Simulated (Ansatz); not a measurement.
# SiHO2 (quartet): the correlation ladder, cc-pVDZ

One table from this session's results is given with a row withheld; the runs are named, their logs left out.

Computed with Ansatz 0.2.0, Gaussian basis. Level: cc-pVDZ, core rule «outside noble gas», up to 7 orbitals frozen.

Plan: UHF; CCSD(T) on ROHF; CCSD(T) on UHF; BCCD(T) on ROHF; CISD; CCSDT(Q) on ROHF; CCSDT(Q) on UHF.

16 further runs of the same task are left out: 3 for a known fault of the program, 4 that didn't finish, 9 set aside as unsound or not needed.

**What is computed**

The geometry is a PBE0/def2-TZVP stationary point (not a proven minimum) of the parent state, kept for this charge and spin.

4 atoms, charge 0, spin multiplicity 4.

Atoms are counted from 1 here; the program's logs count them from 0.

Bond lengths: O1–Si3 1.627 Å, O1–H4 0.965 Å, O2–Si3 1.525 Å. Angles: Si3–O1–H4 116.9°, O1–Si3–O2 127.5°.

The first run:

File in.yaml:

```yaml
crystal:
  periodic: [false, false, false]
  atoms:
    - {symbol: O, position_ang: [0.000000, 0.199858, 1.434628]}
    - {symbol: O, position_ang: [0.000000, 0.406627, -1.385152]}
    - {symbol: Si, position_ang: [0.000000, -0.387106, -0.083158]}
    - {symbol: H, position_ang: [0.000000, 1.159459, 1.531796]}
basis:
  gaussian: {orbitals: cc-pVDZ}
magnetization: {spin_polarized: true, initial_magnetization: 3}
hamiltonian: {xc: hf}
output: {orbitals: {seedname: orbitals}}
```

Command:

```bash
$ ansatz run in.yaml --threads 1 --pin off --events-out ev --progress --plain --max-ram 2393MiB
```

Among the steps run: UHF; CCSD(T) on ROHF; CCSD(T) on UHF; BCCD(T) on ROHF; CISD; CCSDT(Q) on ROHF; CCSDT(Q) on UHF.

One table of the session follows, with a row left open; its other results are not shown here.

It belongs to the step «Misses and costs». 

```
   method  from UCCSDT(Q) (meV)
     ROHF              +11291.0
      UHF              +11144.3
     RMP2                +913.9
     UMP2                     ?
     CISD               +1234.8
    RCCSD                +291.8
    UCCSD                +288.9
 RCCSD(T)                 +59.0
 UCCSD(T)                 +58.0
  BCCD(T)                 +56.4
   RCCSDT                 +30.1
   UCCSDT                 +29.1
RCCSDT(Q)                  +4.1
UCCSDT(Q)                     0
```

Estimate the missing values for UMP2.

**Answer.** from UCCSDT(Q) (meV): +910.8. In the column «from UCCSDT(Q) (meV)» it lies between RCCSD (+291.8) and RMP2 (+913.9).

Limits of these values: Restricted and unrestricted rows rest on different reference determinants; where their highest levels disagree by more than a few hundredths of an eV, they describe different states and don't form one ladder.
